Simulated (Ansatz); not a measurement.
A nudged elastic band was laid between two geometries of H2O + H3Si (7 atoms, charge 0, multiplicity 2).

Method: UKS PBE0-D4/def2-SVP (Ansatz).

```yaml
movable_images: 7
climbing_image: yes
spring: 5.0 eV/Å²
optimiser: quadratic models (default)
start_path: through a guess of the saddle point
force_threshold: 0.03 eV/Å
iteration_limit: 60
end_points: relaxed
```

First end point:

```xyz
7
Properties=species:S:1:pos:R:3
H -0.365 -1.961 0.599
O -0.824 -1.169 0.905
Si 0.609 0.741 -0.584
H -1.642 -1.168 0.394
H 1.501 0.584 0.602
H -0.629 1.504 -0.245
H 1.349 1.469 -1.671
```

Last end point:

```xyz
7
Properties=species:S:1:pos:R:3
H -0.930 -1.837 -0.241
O -0.302 -1.599 0.451
Si 0.197 1.057 -0.319
H -0.863 -1.427 1.217
H 0.892 1.004 1.002
H 0.054 2.492 -0.741
H 0.952 0.310 -1.369
```

**Question.** What changes between the two ends?

**Answer.** No bond is made or broken.

**Question.** What energy profile does the band end with?

**Answer.** The forces met the threshold. The highest image is number 2 of 0 to 8, 0.141 eV above the ends, which have the same energy within 2 meV. The profile has 2 maxima (images 2, 5) with wells between them (image 4): this band takes more than one step, which may be the mechanism or a detour left from its start path. A vibrational analysis at the climbing image gives one clearly imaginary mode, 337i cm⁻¹: a first-order saddle point.

| image | path coordinate (Å) | energy (eV) |
| --- | --- | --- |
| 0 | 0.00 | 0.000 |
| 1 | 0.79 | 0.010 |
| 2 | 1.57 | 0.141 |
| 3 | 2.16 | 0.042 |
| 4 | 2.75 | 0.037 |
| 5 | 3.34 | 0.088 |
| 6 | 3.93 | 0.079 |
| 7 | 4.52 | 0.021 |
| 8 | 5.10 | 0.000 |

**Question.** What is the geometry of the highest image?

**Answer.** 
```xyz
7
Properties=species:S:1:pos:R:3
H -0.395 -1.759 0.194
O -1.187 -1.800 0.741
Si 0.699 0.805 -0.610
H -1.352 -0.882 0.980
H 1.375 0.651 0.713
H -0.665 1.394 -0.446
H 1.525 1.591 -1.572
```

The band took 23 iterations and about 2.8 core-minutes.

The run took 2.8 min on 1 thread of Intel(R) Xeon(R) 6975P-C (Granite Rapids), with other jobs on the host, peak memory 0.15 GiB.
